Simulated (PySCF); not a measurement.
Compound: F₃NS.
InChI=1S/F3NS/c1-5(2,3)4

Method used: PySCF 2.14.0, PBE0-D3(BJ)/def2-SVP geometry optimisation, gas phase.

Masses are those of the commonest isotopes; rigid-rotor values at the optimised geometry. 

Task: What are A, B and C (GHz)?

Result: Ia = 101.04, Ib = 113.46, Ic = 113.46 u·Å²; 505379 MHz·u·Å²/I gives 5002, 4454 and 4454 MHz, that is A = 5.0019, B = 4.4543, C = 4.4541 GHz.

Task: Classify the top.

Result: A prolate symmetric top, as the point group C3v requires two equal moments; Ray's κ = -0.999.

Task: Where do the R-branch lines fall?

Result: The dipole of 1.43 D lies along the symmetry axis, so ΔK = 0 and J+1 ← J falls at 2B(J+1) for every K: 8.91 GHz, 17.82 GHz, 26.73 GHz, 35.63 GHz, 44.54 GHz for J = 0 to 4.

Task: Estimate the classical rotational partition function at 10 K, 200 K and 298.15 K.

Result: Point group C3v, symmetry number σ = 3; q = (√π/σ)·√((kT/h)³/(ABC)), k/h = 20836.6 MHz/K: 178 at 10 K, 16000 at 200 K, 29000 at 298.15 K.

No frequency check. These are rigid-rotor constants of the computed structure; measured ground-state constants (B0) also hold zero-point vibration.
